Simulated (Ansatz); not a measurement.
Basis-set extrapolation for C4H6O (`C=C/C=C/O`) (PBE0-D4/def2-TZVP geometry, frozen core, Ansatz). Multiplicity 1, RHF reference.

|  | def2-TZVPP | def2-QZVPP |
| --- | --- | --- |
| HF | -229.874578 | -229.885229 |
| MP2 correlation | -0.881897 | -0.942545 |
| CCSD(T) correlation | -0.955279 | -1.009610 |

Energies in hartree. Use E(X) = E(∞) + A·exp(−7.88·√X) for Hartree–Fock and E(X) = E(∞) + B·X^(−2.97) for correlation, with X = 3 and 4.

Task: What is the CCSD(T) energy at the basis-set limit?

Result: HF limit: -229.885229 + (-0.010651) × 0.13774 = -229.88670. Correlation limit: -1.009610 + (-0.054331) × 0.74074 = -1.04986. Total: -230.93656 hartree, 2.90 eV below CCSD(T)/def2-TZVPP.
